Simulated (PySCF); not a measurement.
Molecule: `FC=C1CCC1`, C$_{5}$H$_{7}$F.

Mapped SMILES: `[F:1][CH:2]=[C:3]1[CH2:4][CH2:5][CH2:6]1`. Hydrogens are named by the atom that carries them.

Geometry PBE0-D3(BJ)/def2-SVP throughout; GIAO in PySCF 2.14, gas phase, one conformer, non-relativistic; equivalent atoms averaged; basis pcSseg-1.

Problem. How do the absolute shieldings σ depend on the functional? (a selection of nuclei; ppm; last column core-seconds on shared hosts with different chips, so compare them loosely; the GGAs took longer than the global hybrids here, which isn't the general rule, and the cause wasn't traced)

Solution. 
```
functional                    kind     F1    C2    C3     C4     C6  H(C2)  H(C4)  H(C6)  H(C5)  core-s
        HF            Hartree–Fock  366.9  43.4  64.0  166.6  167.6  25.14  29.00  29.16  29.82     4.3
       LDA                     LDA  285.2  25.2  51.7  153.0  153.3  24.13  28.00  28.09  28.86      12
       PBE                     GGA  282.9  29.9  55.8  151.4  151.5  24.55  28.40  28.48  29.25      14
      BLYP                     GGA  283.9  24.4  48.9  146.0  146.1  24.74  28.57  28.65  29.42      15
      BP86                     GGA  285.7  29.6  55.4  150.8  151.0  24.61  28.46  28.55  29.32      15
      OPBE                     GGA  285.6  41.4  67.1  156.5  156.6  24.61  28.43  28.51  29.29      15
       KT2                     GGA  289.4  39.7  65.0  153.5  153.6  24.55  28.27  28.36  29.18      17
       KT3                     GGA  289.1  41.1  65.3  152.3  152.4  24.75  28.45  28.54  29.34      17
     B97-D                     GGA  291.8  33.3  57.6  150.0  150.2  24.80  28.60  28.69  29.46      17
     B3LYP           global hybrid  306.1  27.6  51.3  151.0  151.4  24.80  28.62  28.73  29.46      11
      PBE0           global hybrid  309.5  33.7  58.4  156.9  157.4  24.67  28.51  28.61  29.34     8.4
  mPW1PW91           global hybrid  310.2  32.8  57.4  155.9  156.3  24.73  28.57  28.68  29.40      10
      WP04           global hybrid  309.8  21.4  43.1  141.3  141.6  25.19  28.92  29.04  29.74     8.1
     B97-2           global hybrid  310.2  36.1  60.0  155.5  155.8  24.80  28.64  28.75  29.47     8.2
 BHandHLYP           global hybrid  333.6  33.0  54.8  156.9  157.5  24.89  28.74  28.87  29.55     7.8
 CAM-B3LYP  range-separated hybrid  319.5  28.9  53.0  155.4  155.8  24.73  28.65  28.76  29.43      10
   wB97X-D  range-separated hybrid  318.5  33.3  58.4  157.4  157.9  24.80  28.72  28.83  29.50     9.9
   LC-wPBE  range-separated hybrid  325.6  33.7  61.0  163.1  163.7  24.74  28.75  28.87  29.48      15
```

Problem. Which nucleus among those listed moves most, in ppm?

Solution. F1 (vinylic fluorine): from 282.9 ppm with PBE to 366.9 ppm with HF. The smallest spread is 0.96 ppm, at H(C5). Proton shifts span only some 12 ppm, so a few tenths of a ppm matter as much there as several ppm in carbon.
